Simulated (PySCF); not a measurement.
# Ionisation energy of P by level of theory

P [Ne] 3s2 3p3 (4S) → P⁺ [Ne] 3s2 3p2 (3P), as a difference of total energies. All numbers are calculated (PySCF 2.14, the spin-free X2C one-electron Hamiltonian (Gaussian nucleus), in dyall-acv3z (19s12p6d4f, 113 functions)). Correlated levels: valence: [Ne] frozen; virtual orbitals above 40 to 60 times the deepest correlated orbital energy dropped. The calculations carry no spin-orbit coupling.

| method | ionisation energy (eV) | error (eV) |
| --- | --- | --- |
| UHF | 9.892 | -0.634 |
| MP2 (valence) | 10.481 | -0.045 |
| SCS-MP2 (valence) | 10.301 | -0.225 |
| CCSD (valence) | 10.414 | -0.112 |
| CCSD(T) (valence) | 10.461 | -0.065 |

Reference: 10.526 eV (measured; NIST levels, between the centres of gravity of the two terms).

Errors of the correlated levels include the incompleteness of this basis and the frozen core.
